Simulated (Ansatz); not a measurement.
Basis-set extrapolation for `C1=NCCC1` (PBE0-D4/def2-TZVP geometry, frozen core, Ansatz). Multiplicity 1, RHF reference.

```
                      def2-TZVPP   def2-QZVPP
                 HF  -210.056429  -210.065946
    MP2 correlation    -0.864246    -0.919571
CCSD(T) correlation    -0.941418      not run
```

Energies in hartree. Use E(X) = E(∞) + A·exp(−7.88·√X) for Hartree–Fock and E(X) = E(∞) + B·X^(−2.97) for correlation, with X = 3 and 4, and add CCSD(T) minus MP2 of the smaller set to the MP2 limit.

Problem. What is the CCSD(T) energy at the basis-set limit?

Solution. HF limit: -210.065946 + (-0.009517) × 0.13774 = -210.06726. MP2 limit: -0.919571 + (-0.055325) × 0.74074 = -0.96055. Higher-order term: -0.941418 − (-0.864246) = -0.07717. Total: -211.10498 hartree, 2.92 eV below CCSD(T)/def2-TZVPP.
